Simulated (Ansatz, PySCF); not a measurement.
This PySCF input computes a BLYP/def2-TZVPD energy:

```python
from pyscf import gto, scf, dft

mol = gto.M(
    atom='''
    O     1.15064415    0.27323898    0.38198658
    C     0.02389777    0.31049500   -0.18794480
    H    -0.18242979    1.19605197   -0.85698703
    C    -1.03824297   -0.56806862   -0.13806164
    H    -0.99655321   -1.47240569    0.46326975
    H    -1.94009899   -0.36411639   -0.70613676
    ''',
    basis='def2-tzvpd',
    charge=-1,
    spin=0,
    verbose=4,
)

mf = dft.RKS(mol, xc='blyp').density_fit(auxbasis='def2-universal-jkfit')
mf.grids.level = 3
mf.conv_tol = 1e-9
mf.max_cycle = 100
mf.max_memory = 1500
mf.kernel()
if not mf.converged:
    mf = mf.newton()
    mf.kernel(mf.make_rdm1())
mf.analyze()
```

Q: Write an input for the same energy in Ansatz (a quantum-chemistry and plane-wave program) and say what it gives.

A: 
Ansatz 0.2 input:
```yaml
crystal:
  periodic: [false, false, false]
  atoms:
    - {symbol: O, position_ang: [1.15064415, 0.27323898, 0.38198658]}
    - {symbol: C, position_ang: [0.02389777, 0.31049500, -0.18794480]}
    - {symbol: H, position_ang: [-0.18242979, 1.19605197, -0.85698703]}
    - {symbol: C, position_ang: [-1.03824297, -0.56806862, -0.13806164]}
    - {symbol: H, position_ang: [-0.99655321, -1.47240569, 0.46326975]}
    - {symbol: H, position_ang: [-1.94009899, -0.36411639, -0.70613676]}
basis:
  gaussian:
    orbitals: def2-TZVPD
hamiltonian:
  xc: {name: BLYP}
total_charge: -1
output: {forces: true}
```
It gives -153.25845 Eh, and PySCF -153.25852 Eh, a difference of 0.07 mEh, from the treatment of integrals and grids.

It need not be the lowest isomer of its formula. Whether it binds its extra electron was not tested at this geometry.
